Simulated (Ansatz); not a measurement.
A calculation on solid iodine returned elastic constant C11 20.7 GPa, elastic constant C44 30.5 GPa, Voigt–Reuss–Hill shear modulus 9.79 GPa.

Task: Which level of theory produced these numbers?
A. LDA (Ansatz, a program for electronic structure)
B. HSE06-D3(BJ) (Ansatz)
C. r²SCAN (Ansatz)
D. PBE0-D4 (Ansatz)

Result: B, HSE06-D3(BJ) (Ansatz)

The others give: LDA 20.8 GPa, 42.3 GPa, 12.1 GPa; PBE0-D4 19.3 GPa, 27.1 GPa, 8.83 GPa; r²SCAN 10.1 GPa, 21.9 GPa, 6.15 GPa.

Unless a cell is named, each level is at its own relaxed cell (HSE06-D3(BJ) 38.96, LDA 36.95, PBE0-D4 39.76, r²SCAN 44.25 Å³/atom).

Caveats: LDA has no dispersion term either, though it tends to give short spacings of layers, chains or molecules (LDA); the cell comes from a level without a dispersion term, which matters for the spacing of layers, chains or molecules (r²SCAN); the dispersion coefficients are held fixed in the derivatives (PBE0-D4, HSE06-D3(BJ)). Ansatz's density-functional and Hartree–Fock values are scalar-relativistic unless marked +SOC, with PAW data made under PBE.
